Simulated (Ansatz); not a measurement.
# Dissociation curves of SO2 (sulfur dioxide)

SO2 has 3 atoms, charge 0, and is taken as a singlet. SMILES: `O=S=O`. The O3–S2 distance was set to 1.789 Å, away from the relaxed value.

| atom | x (Å) | y (Å) | z (Å) |
| --- | --- | --- | --- |
| O | -1.0833 | 0.9861 | -0.4810 |
| S | 0.1607 | 0.6975 | 0.1653 |
| O | 0.7049 | -1.0033 | 0.2727 |

The S2–O3 distance is scanned; the parts on either side stay rigid. Basis STO-3G, 7 core orbitals frozen in the correlated methods; program Ansatz 0.2.0. FCI is exact within this basis and core. Energies in eV from each method's value at 1.789 Å; methods without a U are spin-restricted. The shape above is that at 1.789 Å.

```
distance (Å)     HF  SVWN5  B3LYP  BHLYP   FCI
       1.431  -0.07   0.59   0.53  -0.02  1.19
       1.789   0.00   0.00   0.00   0.00  0.00
       2.147   0.87   1.96   2.06   2.19  0.59
       2.862   1.66   4.94   5.21   3.88  0.73
       3.578   1.77   5.93   5.78   4.17  0.74
```

Departure from the FCI curve at its largest: HF -1.27 eV at 1.43 Å; SVWN5 +5.19 eV at 3.58 Å; B3LYP +5.04 eV at 3.58 Å; BHLYP +3.43 eV at 3.58 Å. Restricted functionals keep the electrons paired too, and rise too high.
